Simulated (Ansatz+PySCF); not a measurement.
# doublet C4H7: levels of theory in one basis

```xyz
11

C     0.0723    0.0000   -1.5744
C    -0.5101    0.0000   -0.2424
C     0.1452    0.7225    0.8748
C     0.1452   -0.7225    0.8748
H     1.1479    0.0000   -1.7068
H    -0.5518    0.0000   -2.4575
H    -1.5942    0.0000   -0.2075
H    -0.4984    1.2435    1.5741
H     1.0711    1.2366    0.6454
H    -0.4984   -1.2435    1.5741
H     1.0711   -1.2366    0.6454
```

Basis set: cc-pVTZ (spherical functions). Frozen core: 4 orbitals. Correlation on ROHF uses semicanonical orbitals with singles. Charge 0, multiplicity 2.

Computed with Ansatz (development build ahead of 0.2.0); each method stands on the lowest determinant of its kind that the runs found.

| method | E − E(ROHF) (eV) | <S²> of the determinant |
| --- | --- | --- |
| ROHF | 0.00 | 0.75 |
| UHF | -0.15 | 0.77 |
| ROHF-MP2 | -17.94 | – |
| UHF-MP2 | -17.92 | 0.77 |
